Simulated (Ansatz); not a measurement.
Basis-set extrapolation for `COCC=O` (PBE0-D4/def2-TZVP geometry, frozen core, Ansatz 0.2.0). Multiplicity 1, RHF reference.

```csv
,def2-TZVPP,def2-QZVPP
HF,-266.899959,-266.912462
MP2 correlation,-0.965157,-1.034812
CCSD(T) correlation,-1.035748,not run
```

Energies in hartree. Use E(X) = E(∞) + A·exp(−7.88·√X) for Hartree–Fock and E(X) = E(∞) + B·X^(−2.97) for correlation, with X = 3 and 4, and add CCSD(T) minus MP2 of the smaller set to the MP2 limit.

Problem. What is the CCSD(T) energy at the basis-set limit?

Solution. HF limit: -266.912462 + (-0.012503) × 0.13774 = -266.91418. MP2 limit: -1.034812 + (-0.069655) × 0.74074 = -1.08641. Higher-order term: -1.035748 − (-0.965157) = -0.07059. Total: -268.07118 hartree, 355.7 kJ/mol below CCSD(T)/def2-TZVPP.
